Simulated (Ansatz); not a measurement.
# SiPH3 (triplet): wave-function methods side by side, cc-pVDZ

Aim: climb from Hartree-Fock through coupled cluster and multireference methods for SiPH3 (triplet) at one geometry and basis, and see what each rung misses.

Computed with Ansatz 0.2.0, Gaussian basis. Level: cc-pVDZ, core rule «outside noble gas», up to 10 orbitals frozen.

To be run: UHF; CCSD(T) on ROHF; CCSD(T) on UHF; BCCD(T) on ROHF; CISD as a restricted active space (open shells left free, so some higher excitations enter); CCSDT(Q) on ROHF; CCSDT(Q) on UHF; CASSCF and NEVPT2, 12 electrons in 11 orbitals.

12 further runs of the same task are left out: 3 that didn't finish, 9 set aside as unsound or not needed. Runs told in other sessions of the task aren't counted.

## Step 1: What is computed

The geometry is a PBE0/def2-TZVP stationary point (not a proven minimum) of the parent state, kept for this charge and spin.

5 atoms, charge 0, spin multiplicity 3.

Atoms are counted from 1 here; the program's logs count them from 0.

Bond lengths: Si1–P2 2.059 Å, Si1–H4 1.496 Å, Si1–H5 1.496 Å, P2–H3 1.543 Å. Angles: P2–Si1–H4 127.0°, P2–Si1–H5 127.0°, H4–Si1–H5 105.1°, Si1–P2–H3 56.5°.

In the tables R marks a restricted open-shell determinant and U an unrestricted one; 'valence' is the active space of 12 electrons in 11 orbitals; energies count from the table's Hartree-Fock row.

## Step 2: UHF

in.yaml

```yaml
crystal:
  periodic: [false, false, false]
  atoms:
    - {symbol: Si, position_ang: [-0.028171, 0.000000, 1.017664]}
    - {symbol: P, position_ang: [-0.021527, 0.000000, -1.041584]}
    - {symbol: H, position_ang: [1.262650, 0.000001, -0.186858]}
    - {symbol: H, position_ang: [0.091917, 1.187655, 1.919027]}
    - {symbol: H, position_ang: [0.091918, -1.187654, 1.919027]}
basis:
  gaussian: {orbitals: cc-pVDZ}
magnetization: {spin_polarized: true, initial_magnetization: 2}
hamiltonian: {xc: hf}
output: {orbitals: {seedname: orbitals}}
```

Launch:

```
ansatz run in.yaml --threads 1 --pin off --events-out ev --progress --plain --max-ram 2393MiB
```

The program printed:

```text
Functional definition: HF
  name "HF"
  cite "Fock, Z. Phys. 61, 126 (1930) doi:10.1007/BF01340294"
  parent pbe
  exchange = exact_x
  correlation = 0
505 factors; integrals over basis functions are off by at most 1.2e-3 eV
mean field evaluation 1: about -17177.1259 eV, gradient 8.1e0 eV
mean field evaluation 2: about -17177.1306 eV, gradient 8.1e0 eV
mean field evaluation 4: about -17178.1421 eV, gradient 1.2e0 eV
mean field evaluation 8: about -17178.1901 eV, gradient 8.9e-3 eV
mean field -17178.19006044 eV, -631.2868409256 hartree, gradient 1.8e-5 eV, S^2 2.051908; 0 other end points of the search recorded, 0 dependent functions left out
reference -17178.19006044 eV, -631.2868409256 hartree; 17, 15 occupied and 34, 36 virtual orbitals, 505 factors
Total energy: -17178.19006044 eV, -631.2868409256 hartree
```

Run time: 0.51 s. Hardware: 1 thread of Arm Neoverse V1, shared host.

From the report: ⟨S²⟩ of the determinant 2.052 (pure triplet: 2.00).

## Step 3: CCSD(T) on ROHF

in.yaml, as its differences from that of step 2:

```diff
@@ -10,4 +10,3 @@
   gaussian: {orbitals: cc-pVDZ}
-magnetization: {spin_polarized: true, initial_magnetization: 2}
-hamiltonian: {xc: hf}
-output: {orbitals: {seedname: orbitals}}
+magnetization: {spin_polarized: false, initial_magnetization: 2}
+correlation: {method: ccsd_t, electrons: outside_noble_gas}
```

The command is unchanged.

The program printed, shortened:

```text
Functional definition: HF
  name "HF"
  cite "Fock, Z. Phys. 61, 126 (1930) doi:10.1007/BF01340294"
  parent pbe
[...]
505 factors; integrals over basis functions are off by at most 1.2e-3 eV
[...]
mean field -17177.94294361 eV, -631.2777595496 hartree, gradient 2.6e-6 eV, S^2 2.000000; 3 other end points of the search recorded, 0 dependent functions left out
[...]
determinant -17177.94294361 eV, -631.2777595496 hartree, with singles and doubles -17184.69713334 eV, -631.5259714440 hartree
determinant -17175.60014433 eV, -631.1916632643 hartree, with singles and doubles -17182.38444450 eV, -631.4409816969 hartree
10 core orbitals not correlated: weight in the atoms' cores, before any rotation towards them, 1.000 or more for the frozen orbitals, at most 0.000 for the correlated occupied ones
reference -17177.94294361 eV, -631.2777595496 hartree; 7, 5 occupied and 34, 36 virtual orbitals, 505 factors
second order -5.58834579 eV of doubles, -0.11780641 eV of singles
cycle   1  -6.75428585 eV  change   -9.6e-5 eV  update   1.6e-3
[...]
cycle   8  -6.75458068 eV  change    3.4e-6 eV  update   2.3e-6
perturbative correction -0.22710677 eV, -0.0083460197 hartree
Total energy: -17184.92463106 eV, -631.5343318310 hartree
```

It took 2.4 s on 1 thread of Arm Neoverse V1, shared host.

From the report: correlation -6.9817 eV; T1 0.026; largest double amplitude 0.05.

## Step 4: CCSD(T) on UHF

in.yaml, as its differences from that of step 3:

```diff
@@ -10,3 +10,3 @@
   gaussian: {orbitals: cc-pVDZ}
-magnetization: {spin_polarized: false, initial_magnetization: 2}
+magnetization: {spin_polarized: true, initial_magnetization: 2}
 correlation: {method: ccsd_t, electrons: outside_noble_gas}
```

Same command.

The program printed, shortened:

```text
Functional definition: HF
  name "HF"
  cite "Fock, Z. Phys. 61, 126 (1930) doi:10.1007/BF01340294"
  parent pbe
[...]
505 factors; integrals over basis functions are off by at most 1.2e-3 eV
[...]
mean field -17178.19006044 eV, -631.2868409256 hartree, gradient 8.4e-6 eV, S^2 2.051908; 2 other end points of the search recorded, 0 dependent functions left out
determinant -17178.19006044 eV, -631.2868409256 hartree, with singles and doubles -17184.70456254 eV, -631.5262444623 hartree
determinant -17175.78375571 eV, -631.1984108581 hartree, with singles and doubles -17182.39270045 eV, -631.4412850973 hartree
determinant -17175.77412805 eV, -631.1980570480 hartree, with singles and doubles -17182.39417439 eV, -631.4413392638 hartree
10 core orbitals not correlated: weight in the atoms' cores, before any rotation towards them, 1.000 or more for the frozen orbitals, at most 0.000 for the correlated occupied ones
reference -17178.19006044 eV, -631.2868409256 hartree; 7, 5 occupied and 34, 36 virtual orbitals, 505 factors
second order -5.39507957 eV of doubles, -0.00000000 eV of singles
cycle   1  -6.51461215 eV  change   -1.1e-4 eV  update   1.2e-3
[...]
cycle   8  -6.51496786 eV  change    9.2e-6 eV  update   3.7e-6
perturbative correction -0.21755301 eV, -0.0079949255 hartree
Total energy: -17184.92258130 eV, -631.5342565040 hartree
```

Run time: 2.9 s. Hardware: 1 thread of Arm Neoverse V1, shared host.

From the report: ⟨S²⟩ of the determinant 2.052 (pure triplet: 2.00); correlation -6.7325 eV; T1 0.022; largest double amplitude 0.05.

## Step 5: BCCD(T) on ROHF

in.yaml, as its differences from that of step 4:

```diff
@@ -10,3 +10,3 @@
   gaussian: {orbitals: cc-pVDZ}
-magnetization: {spin_polarized: true, initial_magnetization: 2}
-correlation: {method: ccsd_t, electrons: outside_noble_gas}
+magnetization: {spin_polarized: false, initial_magnetization: 2}
+correlation: {method: bccd_t, electrons: outside_noble_gas}
```

Same command.

The program printed, shortened:

```text
Functional definition: HF
  name "HF"
  cite "Fock, Z. Phys. 61, 126 (1930) doi:10.1007/BF01340294"
  parent pbe
[...]
505 factors; integrals over basis functions are off by at most 1.2e-3 eV
[...]
mean field -17177.94294361 eV, -631.2777595496 hartree, gradient 2.6e-6 eV, S^2 2.000000; 3 other end points of the search recorded, 0 dependent functions left out
[...]
determinant -17177.94294361 eV, -631.2777595496 hartree, with singles and doubles -17184.69713334 eV, -631.5259714440 hartree
determinant -17175.60014433 eV, -631.1916632643 hartree, with singles and doubles -17182.38444450 eV, -631.4409816969 hartree
10 core orbitals not correlated: weight in the atoms' cores, before any rotation towards them, 1.000 or more for the frozen orbitals, at most 0.000 for the correlated occupied ones
reference -17177.94294361 eV, -631.2777595496 hartree; 7, 5 occupied and 34, 36 virtual orbitals, 505 factors
second order -5.58834579 eV of doubles, -0.11780641 eV of singles
cycle   1  -6.75439919 eV  change   -2.1e-4 eV  update   6.8e-3
[...]
cycle  10  -6.75079654 eV  change    1.0e-6 eV  update   7.2e-6
perturbative correction -0.23105496 eV, -0.0084911131 hartree
Total energy: -17184.92479510 eV, -631.5343378596 hartree
```

Wall time 2.9 s (1 thread of Arm Neoverse V1, shared host).

From the report: correlation -6.9819 eV; largest double amplitude 0.05.

## Step 6: CISD as a restricted active space (open shells left free, so some higher excitations enter)

in.yaml, as its differences from that of step 5:

```diff
@@ -11,2 +11,2 @@
 magnetization: {spin_polarized: false, initial_magnetization: 2}
-correlation: {method: bccd_t, electrons: outside_noble_gas}
+correlation: {active_space: {ras: {orbitals: [5, 2, 34], electrons: 12, max_holes: 2, max_particles: 2}, fixed_orbitals: true}}
```

The command is unchanged.

The program printed:

```text
Functional definition: HF
  name "HF"
  cite "Fock, Z. Phys. 61, 126 (1930) doi:10.1007/BF01340294"
  parent pbe
  exchange = exact_x
  correlation = 0
505 factors; integrals over basis functions are off by at most 1.2e-3 eV
mean field evaluation 1: about -17177.0871 eV, gradient 9.9e0 eV
mean field evaluation 2: about -17177.0915 eV, gradient 9.9e0 eV
mean field evaluation 4: about -17177.9297 eV, gradient 9.9e-1 eV
mean field evaluation 8: about -17177.9429 eV, gradient 4.1e-2 eV
mean field evaluation 16: about -17177.9426 eV, gradient 1.5e-1 eV
mean field -17177.94294361 eV, -631.2777595496 hartree, gradient 2.6e-6 eV, S^2 2.000000; 2 other end points of the search recorded, 0 dependent functions left out
reference -17177.94294361 eV, -631.2777595496 hartree; 17, 15 occupied and 34, 36 virtual orbitals, 505 factors
state -17184.08906526 eV, -631.5036253543 hartree
Total energy: -17184.08906526 eV, -631.5036253543 hartree
```

It took 4.1 s on 1 thread of Arm Neoverse V1, shared host.

From the report: 127,368 determinants.

## Step 7: CCSDT(Q) on ROHF

in.yaml, as its differences from that of step 6:

```diff
@@ -11,2 +11,2 @@
 magnetization: {spin_polarized: false, initial_magnetization: 2}
-correlation: {active_space: {ras: {orbitals: [5, 2, 34], electrons: 12, max_holes: 2, max_particles: 2}, fixed_orbitals: true}}
+correlation: {method: ccsdt_q, electrons: outside_noble_gas}
```

Launched as before.

The program printed, shortened:

```text
Functional definition: HF
  name "HF"
  cite "Fock, Z. Phys. 61, 126 (1930) doi:10.1007/BF01340294"
  parent pbe
[...]
982 factors; integrals over basis functions are off by at most 1.8e-7 eV
[...]
mean field -17177.94299488 eV, -631.2777614339 hartree, gradient 2.7e-6 eV, S^2 2.000000; 3 other end points of the search recorded, 0 dependent functions left out
determinant -17177.94299488 eV, -631.2777614339 hartree, with singles and doubles -17184.69717707 eV, -631.5259730511 hartree
determinant -17175.60020685 eV, -631.1916655619 hartree, with singles and doubles -17182.38450152 eV, -631.4409837923 hartree
10 core orbitals not correlated: weight in the atoms' cores, before any rotation towards them, 1.000 or more for the frozen orbitals, at most 0.000 for the correlated occupied ones
reference -17177.94299488 eV, -631.2777614339 hartree; 7, 5 occupied and 34, 36 virtual orbitals, 982 factors
second order -5.58838222 eV of doubles, -0.11780624 eV of singles
cycle   1  -6.44746918 eV  change   -7.4e-1 eV  update   8.6e-2
[...]
cycle  17  -7.01732058 eV  change   -4.4e-7 eV  update   7.7e-7
perturbative correction -0.01358800 eV, -0.0004993498 hartree
Total energy: -17184.97390346 eV, -631.5361425586 hartree
```

Wall time 41 s (1 thread of Arm Neoverse V1, shared host); peak memory 0.63 GiB.

From the report: correlation -7.0309 eV; T1 0.027; largest double amplitude 0.05.

## Step 8: CCSDT(Q) on UHF

in.yaml, as its differences from that of step 7:

```diff
@@ -10,3 +10,3 @@
   gaussian: {orbitals: cc-pVDZ}
-magnetization: {spin_polarized: false, initial_magnetization: 2}
+magnetization: {spin_polarized: true, initial_magnetization: 2}
 correlation: {method: ccsdt_q, electrons: outside_noble_gas}
```

The command is unchanged.

The program printed, shortened:

```text
Functional definition: HF
  name "HF"
  cite "Fock, Z. Phys. 61, 126 (1930) doi:10.1007/BF01340294"
  parent pbe
[...]
982 factors; integrals over basis functions are off by at most 1.8e-7 eV
[...]
mean field -17178.19011158 eV, -631.2868428052 hartree, gradient 7.8e-6 eV, S^2 2.051909; 2 other end points of the search recorded, 0 dependent functions left out
determinant -17178.19011158 eV, -631.2868428052 hartree, with singles and doubles -17184.70460650 eV, -631.5262460776 hartree
determinant -17175.78381894 eV, -631.1984131815 hartree, with singles and doubles -17182.39275734 eV, -631.4412871881 hartree
determinant -17175.77420972 eV, -631.1980600492 hartree, with singles and doubles -17182.39423265 eV, -631.4413414048 hartree
10 core orbitals not correlated: weight in the atoms' cores, before any rotation towards them, 1.000 or more for the frozen orbitals, at most 0.000 for the correlated occupied ones
reference -17178.19011158 eV, -631.2868428052 hartree; 7, 5 occupied and 34, 36 virtual orbitals, 982 factors
second order -5.39511533 eV of doubles, -0.00000000 eV of singles
cycle   1  -6.16928688 eV  change   -7.7e-1 eV  update   8.7e-2
[...]
cycle  17  -6.77107407 eV  change   -2.8e-7 eV  update   1.1e-6
perturbative correction -0.01350736 eV, -0.0004963864 hartree
Total energy: -17184.97469301 eV, -631.5361715741 hartree
```

It took 36 s on 1 thread of Arm Neoverse V1, shared host; peak memory 0.5 GiB.

From the report: ⟨S²⟩ of the determinant 2.052 (pure triplet: 2.00); correlation -6.7846 eV; T1 0.023; largest double amplitude 0.05.

## Step 9: CASSCF and NEVPT2, 12 electrons in 11 orbitals

in.yaml, as its differences from that of step 8:

```diff
@@ -10,3 +10,3 @@
   gaussian: {orbitals: cc-pVDZ}
-magnetization: {spin_polarized: true, initial_magnetization: 2}
-correlation: {method: ccsdt_q, electrons: outside_noble_gas}
+magnetization: {spin_polarized: false, initial_magnetization: 2}
+correlation: {method: sc_nevpt2, electrons: outside_noble_gas, active_space: {window: {electrons: 12, orbitals: 11}, shells: [{species: H, l: s, shell: 1}, {species: P, l: s, shell: 3}, {species: P, l: p, shell: 3}, {species: Si, l: s, shell: 3}, {species: Si, l: p, shell: 3}]}}
```

Launched as before.

The program printed:

```text
Functional definition: HF
  name "HF"
  cite "Fock, Z. Phys. 61, 126 (1930) doi:10.1007/BF01340294"
  parent pbe
  exchange = exact_x
  correlation = 0
982 factors; integrals over basis functions are off by at most 1.8e-7 eV
mean field evaluation 1: about -17177.0880 eV, gradient 9.9e0 eV
mean field evaluation 2: about -17177.0916 eV, gradient 9.9e0 eV
mean field evaluation 4: about -17177.9298 eV, gradient 9.9e-1 eV
mean field evaluation 8: about -17177.9430 eV, gradient 4.1e-2 eV
mean field evaluation 16: about -17177.9426 eV, gradient 1.6e-1 eV
mean field -17177.94299488 eV, -631.2777614339 hartree, gradient 2.7e-6 eV, S^2 2.000000; 2 other end points of the search recorded, 0 dependent functions left out
reference -17177.94299488 eV, -631.2777614339 hartree; 17, 15 occupied and 34, 36 virtual orbitals, 982 factors
state -17180.08400602 eV, -631.3564421420 hartree
state -17180.08400602 eV, -631.3564421420 hartree; corrected -17183.75689119 eV, -631.4914181825 hartree
Total energy: -17183.75689119 eV, -631.4914181825 hartree
Checks for a lower state left out: starts, orbital_swaps
```

Run time: 16 s. Hardware: 1 thread of Arm Neoverse V1, shared host.

From the report: 106,624 determinants; active occupations 1.99, 1.98, 1.97, 1.97, 1.96, 1.00, 1.00, 0.04, 0.04, 0.02, 0.02.

## Step 10: How many determinants matter

Natural occupations of the CASSCF valence state about the gap (report; correlated orbitals 2 to 11): 1.977, 1.971, 1.970, 1.960, 1.001, 0.999, 0.045, 0.042, 0.024, 0.019. The count of effectively unpaired electrons, Σ n²(2 − n)², is 2.03; a single determinant of this spin has 2.

## Step 11: All levels against the top one

The yardstick is UCCSDT(Q), where the cluster series has nearly closed. Rows without a time are mean-field rows or come out of runs for another level: lower rungs of the coupled-cluster runs, CASSCF and MRCISD of the multireference runs, or the Hartree-Fock search.

Differences are taken before rounding.

| method | energy from the lowest ROHF (meV) | from UCCSDT(Q) (meV) | time |
| --- | --- | --- | --- |
| ROHF | 0.0 | +7031.7 |  |
| UHF | -247.1 | +6784.6 |  |
| RMP2 | -5706.2 | +1325.6 |  |
| UMP2 | -5642.2 | +1389.6 |  |
| CISD | -6146.1 | +885.6 | 4.1 s |
| RCCSD | -6754.6 | +277.2 |  |
| UCCSD | -6762.1 | +269.7 |  |
| RCCSD(T) | -6981.7 | +50.1 | 2.4 s |
| UCCSD(T) | -6979.6 | +52.1 | 2.9 s |
| BCCD(T) | -6981.9 | +49.9 | 2.9 s |
| RCCSDT | -7017.4 | +14.4 |  |
| UCCSDT | -7018.2 | +13.5 |  |
| RCCSDT(Q) | -7031.0 | +0.8 | 41 s |
| UCCSDT(Q) | -7031.7 | 0 | 36 s |
| CASSCF valence | -2141.1 | +4890.7 |  |
| NEVPT2 valence | -5813.9 | +1217.8 | 16 s |

Among the levels timed on like hardware and quicker than the yardstick, those that no quicker one beats, quickest first: RCCSD(T) (2.4 s, +50.1 meV); BCCD(T) (2.9 s, +49.9 meV).

## Step 12: Summary of results

```
                         quantity                      value
    UCCSDT(Q) from the ROHF energy                 -7.0317 eV
              RMP2 from UCCSDT(Q)                +1325.6 meV
              UMP2 from UCCSDT(Q)                +1389.6 meV
             RCCSD from UCCSDT(Q)                 +277.2 meV
          RCCSD(T) from UCCSDT(Q)                  +50.1 meV
          UCCSD(T) from UCCSDT(Q)                  +52.1 meV
         RCCSDT(Q) from UCCSDT(Q)                   +0.8 meV
    NEVPT2 valence from UCCSDT(Q)                +1217.8 meV
levels within 1 kcal/mol (43 meV)  RCCSDT, UCCSDT, RCCSDT(Q)
                    T1 diagnostic                      0.026
   effectively unpaired electrons                       2.03
```

**Reading.** RCCSD(T) lands +50.1 meV from the yardstick (0.7 % of the correlation energy). One determinant dominates. These misses are within one basis, not against nature; the frozen cores of restricted and unrestricted runs differ, which can shift their rows.

With open shells the CI space here admits some higher excitations, so it is larger than plain CISD.

BCCD(T) reaches 49.9 meV from the reference in 2.9 s, where UCCSDT(Q) took 36 s; the quickest level in the cost chart, RCCSD(T), takes 2.4 s and misses by 50.1 meV.
